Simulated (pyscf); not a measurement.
**Routes from H₃C–Re(=O)(=O)=O (SMILES [CH3][Re](=[O])(=[O])=[O]) + H• (SMILES [H])**

Candidate steps break at most two bonds and form at most two. Each was searched with GFN2-xTB (tblite) first. PySCF, gas phase, ωB97X-D3(BJ)/def2-SVP geometries. Energies: ωB97M-D3(BJ)/def2-TZVP, kcal/mol, from the separated reactants, doublet surface; ΔG‡ with ideal gas, 1 atm, RRHO with modes under 100 cm⁻¹ raised to 100, one conformer, R ln 2 for chiral ones without a mode under 150 cm⁻¹.

```csv
products,type,ΔE‡,ΔE,ΔG‡ 298 K,ΔG‡ 900 K,ν‡ (cm⁻¹)
[H₂C–Re(=O)(=O)=O]• + H₂,hydrogen abstraction,11.9,-0.5,15.3,27.8,1541i
CH₄ + [O=Re(=O)=O]•,substitution at C,15.0,-31.2,22.2,36.4,1449i
```

Plain bond fissions and candidates not yet searched are not listed, and one of them may be faster. Each barrier is that of the saddle found; lower ones may exist. Open-shell species with a d-block atom are single-reference here; other states, and whether the spin sits on metal or ligand, were not checked. Elements past Kr carry the def2 core potentials, without spin-orbit coupling.
